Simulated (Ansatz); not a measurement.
Consider the isomerisation: `C=CC(C)CC` → `C1CCCCC1`.

Calculated with Ansatz (gas phase, PBE0-D4/def2-TZVP geometries, no zero-point term in ΔE). CCSD(T)/CBS is the MP2 limit (def2-TZVPP, def2-QZVPP) plus CCSD(T) − MP2 in def2-TZVPP, frozen cores. Functionals use def2-TZVPP. B3LYP here is the variant with VWN-RPA as its local correlation; programs differ in this. One conformer a species, not always the lowest.

| level | ΔE (kJ/mol) | difference from CCSD(T)/CBS |
| --- | --- | --- |
| PBE-D4 | -59.1 | -2.6 |
| r2SCAN-D4 | -58.6 | -2.1 |
| PBE0-D4 | -71.1 | -14.6 |
| B3LYP-D4 | -46.2 | 10.3 |
| ωB97X-V | -69.9 | -13.4 |
| ωB97M-V | -61.0 | -4.5 |
| B2PLYP | -48.4 | 8.1 |
| PBE | -55.8 | 0.7 |
| r2SCAN | -58.2 | -1.7 |
| PBE0 | -68.7 | -12.2 |
| B3LYP | -40.8 | 15.7 |
| HF/def2-TZVPP | -42.9 | 13.6 |
| MP2/def2-TZVPP | -63.7 | -7.2 |
| SCS-MP2/def2-TZVPP | -57.7 | -1.2 |
| CCSD/def2-TZVPP | -59.0 | -2.5 |
| CCSD(T)/def2-TZVPP | -57.1 | -0.6 |
| HF/def2-QZVPP | -42.5 | 14.0 |
| MP2/def2-QZVPP | -63.2 | -6.7 |
| SCS-MP2/def2-QZVPP | -57.3 | -0.8 |
| HF/CBS(def2) | -42.4 | 14.1 |
| MP2/CBS(def2) | -63.1 | -6.6 |
| CCSD/CBS(def2) | -58.3 | -1.8 |
| CCSD(T)/CBS | -56.5 | 0 |

Largest T1 diagnostic among the species: 0.009.

From PBE to PBE0 (25 % exact exchange), in def2-TZVPP and without D4, ΔE moves by −12.8 kJ/mol. In def2-TZVPP, CCSD(T) changes the Hartree–Fock value by −14.2 kJ/mol (the triples alone add +1.9 kJ/mol) and MP2 by −20.8 kJ/mol.
